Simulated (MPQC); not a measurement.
# [NH2]− (SMILES [NH2-]): levels of theory compared

Aim: a comparison of 6 runs (HF/STO-3G, HF/3-21G, B3LYP/6-31G*, PBE0/def2-SVP, SVWN5/pcseg-1, SVWN5/def2-TZVP) of [NH2]−. 

The results are computed with MPQC 2.3.1.

10 further runs of the same task are left out: 2 that didn't finish, 8 set aside as unsound or not needed.

## Step 1: The molecule

[NH2]−: 3 atoms, total charge -1, spin state singlet. SMILES: `[NH2-]`. The coordinates come from a PBE0-D4/def2-TZVPD relaxation.

Bond lengths: N1–H2 1.027 Å, N1–H3 1.027 Å. Angles: H2–N1–H3 101.8°.

## Step 2: Energy and gradient at HF/STO-3G (run 1)

Contents of input.in:

```
% H2N
molecule<Molecule>: (
  symmetry = c1
  unit = angstrom
  { atoms geometry } = {
    N  [ 0.342200      -0.203000       0.168700 ]
    H  [ 0.125500       0.801200       0.156000 ]
    H  [ -0.467700      -0.598200      -0.324700 ]
  }
)
basis<GaussianBasisSet>: (
  name = "STO-3G"
  molecule = $:molecule
  basisdir = "."
  puream = yes
)
mpqc: (
  checkpoint = no
  savestate = no
  restart = no
  do_energy = yes
  do_gradient = yes
  optimize = no
  mole<CLHF>: (
    molecule = $:molecule
    basis = $:basis
    total_charge = -1
    memory = 1000000000
    print_evals = yes
    print_npa = yes
    maxiter = 120
    value_accuracy = 1e-08
    guess_wavefunction<ExtendedHuckelWfn>: (
      molecule = $:molecule
      total_charge = -1
      multiplicity = 1
      basis<GaussianBasisSet>: (
        name = "STO-3G"
        molecule = $:molecule
      )
    )
  )
)
```

The basis set STO-3G is read from a file made from the Basis Set Exchange's data (not shown).

Run with:

```bash
$ mpqc -o input.out input.in
```

Standard output:

```text
MPQC: Massively Parallel Quantum Chemistry
[...]
  CLSCF::init: total charge = -1
[...]
  nbasis = 7
[...]
  iter     1 energy =  -54.1684525298 delta = 7.13021e-01
[...]
  LUMO is     6   A =   1.136210
  total scf energy =  -54.5779178993
[...]
Value of the MolecularEnergy:  -54.5779178993
  Gradient of the MolecularEnergy:
      1   -0.0608795972
      2    0.0361268759
      3   -0.0300115481
      4    0.0231910425
      5   -0.0351740204
      6    0.0091306366
      7    0.0376885547
      8   -0.0009528555
      9    0.0208809115
  Function Parameters:
    value_accuracy    = 2.854659e-09 (1.000000e-08) (computed)
[...]
      symmetry = c1
[...]
```

Wall time 0.08 s (1 thread of Arm Neoverse V1, shared host).

## Step 3: Energy and forces at HF/3-21G (run 2)

Contents of input.in:

```
% H2N
molecule<Molecule>: (
   symmetry = c1
   unit = angstrom
   { atoms geometry } = {
      N  [ 0.342200      -0.203000       0.168700 ]
      H  [ 0.125500       0.801200       0.156000 ]
      H  [ -0.467700      -0.598200      -0.324700 ]
   }
)
basis<GaussianBasisSet>: (
   name = "3-21G"
   molecule = $:molecule
   basisdir = "."
   puream = yes
)
mpqc: (
   checkpoint = no
   savestate = no
   restart = no
   do_energy = yes
   do_gradient = yes
   optimize = no
   mole<CLHF>: (
      molecule = $:molecule
      basis = $:basis
      total_charge = -1
      memory = 1000000000
      print_evals = yes
      print_npa = yes
      maxiter = 120
      value_accuracy = 1e-08
      guess_wavefunction<CLHF>: (
         molecule = $:molecule
         total_charge = -1
         memory = 1000000000
         value_accuracy = 1e-3
         basis<GaussianBasisSet>: (
            name = "3-21G"
            molecule = $:molecule
         )
      )
   )
)
```

The basis set 3-21G is read from a file made from the Basis Set Exchange's data (not shown).

Run with:

```bash
$ mpqc input.in > input.out
```

Standard output:

```text
MPQC: Massively Parallel Quantum Chemistry
[...]
  LUMO is     6   A =   0.602219
  total scf energy =  -55.1341042560
[...]
Value of the MolecularEnergy:  -55.1341042560
  Gradient of the MolecularEnergy:
      1   -0.0279139963
      2    0.0165676240
      3   -0.0137603141
      4    0.0085164837
      5   -0.0211256958
      6    0.0024706444
      7    0.0193975126
      8    0.0045580719
      9    0.0112896696
  Function Parameters:
    value_accuracy    = 3.628420e-09 (1.000000e-08) (computed)
[...]
      symmetry = c1
[...]
```

It took 0.08 s on 1 thread of Arm Neoverse V1, shared host.

Runs 3 to 5 aren't shown in full; the table further down has their settings and results.

## Step 4: Energy and forces at SVWN5/def2-TZVP (run 6)

Contents of run.in:

```
molecule<Molecule>: (
  symmetry = c1
  unit = angstrom
  { atoms geometry } = {
    N  [ 0.342200    -0.203000     0.168700 ]
    H  [ 0.125500     0.801200     0.156000 ]
    H  [ -0.467700    -0.598200    -0.324700 ]
  }
)
basis<GaussianBasisSet>: (
  name = "def2-TZVP"
  molecule = $:molecule
  basisdir = "."
  puream = yes
)
mpqc: (
  checkpoint = no
  savestate = no
  restart = no
  do_energy = yes
  do_gradient = yes
  optimize = no
  mole<CLKS>: (
    molecule = $:molecule
    basis = $:basis
    total_charge = -1
    memory = 1000000000
    print_evals = yes
    print_npa = yes
    maxiter = 120
    value_accuracy = 1e-08
    functional<StdDenFunctional>: ( name = "SVWN5" )
    integrator<RadialAngularIntegrator>: ( grid = xfine )
    guess_wavefunction<CLHF>: (
      molecule = $:molecule
      total_charge = -1
      memory = 1000000000
      value_accuracy = 1e-3
      basis<GaussianBasisSet>: (
        name = "MINI (Huzinaga)"
        molecule = $:molecule
      )
    )
  )
)
```

The basis set def2-TZVP is read from a file made from the Basis Set Exchange's data (not shown).

Run with:

```bash
$ mpqc -o run.out run.in
```

Standard output:

```text
MPQC: Massively Parallel Quantum Chemistry
[...]
  Integrated electron density error = -0.000075127582
  iter     1 energy =  -55.1817985773 delta = 6.44559e-02
  Integrated electron density error = -0.000101726584
  iter     2 energy =  -55.3420794055 delta = 7.09985e-02
[...]
  Integrated electron density error = -0.000000015598
  iter     9 energy =  -55.4367194745 delta = 4.21049e-06
  Integrated electron density error = -0.000000015598
  iter    10 energy =  -55.4367194750 delta = 1.70770e-06
  Integrated electron density error = -0.000000015598
  iter    11 energy =  -55.4367194750 delta = 4.67898e-08
[...]
  LUMO is     6   A =   0.246856
  total scf energy =  -55.4367194750
[...]
  Integrated electron density error = -0.000000015403
  Total Gradient:
[...]
Value of the MolecularEnergy:  -55.4367194750
  Gradient of the MolecularEnergy:
      1   -0.0114708615
      2    0.0068134392
      3   -0.0056540189
      4    0.0030857786
      5   -0.0096649961
      6    0.0006790917
      7    0.0083850830
      8    0.0028515569
      9    0.0049749272
  Closed Shell Kohn-Sham (CLKS) Parameters:
    Function Parameters:
[...]
        symmetry = c1
[...]
```

Run time: 2.7 s. Hardware: 1 thread of Arm Neoverse V1, shared host.

## Step 5: Overview of the runs

| run | level | starting guess | integration grid | energy (Eh) | HOMO energy (eV) | LUMO energy (eV) | HOMO–LUMO gap (eV) | wall time |
| --- | --- | --- | --- | --- | --- | --- | --- | --- |
| 1 | HF/STO-3G | huckel STO-3G | – | -54.577918 | 5.41 | 30.92 | 25.51 | 0.08 s |
| 2 | HF/3-21G | 3-21G | – | -55.134104 | 0.97 | 16.39 | 15.42 | 0.08 s |
| 3 | B3LYP/6-31G* (spherical functions) | STO-2G | xfine | -55.836864 | 4.57 | 10.51 | 5.93 | 1.7 s |
| 4 | PBE0/def2-SVP | STO-3G | xfine | -55.729863 | 4.09 | 9.49 | 5.40 | 3.3 s |
| 5 | SVWN5/pcseg-1 | STO-3G | xfine | -55.372767 | 5.20 | 7.84 | 2.64 | 1.3 s |
| 6 | SVWN5/def2-TZVP | MINI (Huzinaga) | xfine | -55.436719 | 3.93 | 6.72 | 2.79 | 2.7 s |

## Step 6: Results

| quantity | value |
| --- | --- |
| run 6: total energy | -55.43672 Eh |
| run 6: HOMO energy | 3.93 eV |
| run 6: LUMO energy | 6.72 eV |
| run 6: HOMO–LUMO gap (to an unbound level, set by the basis) | 2.79 eV |
| run 6: largest force on an atom | 0.745 eV/Å |

What this shows: The HOMO–LUMO gap runs from 2.64 eV (SVWN5/pcseg-1) to 25.51 eV (HF/STO-3G). The two ends differ in method and basis. The empty levels of an anion lie above zero and hang on the basis. Totals of different functionals can't be ranked against each other. In runs 1, 2, 3, 4, 5, 6 the HOMO lies above zero, so the outermost electron may be held by the basis alone. In run 1 the basis is minimal, so the values are rough. All runs together took 9.2 s, the longest 3.3 s.
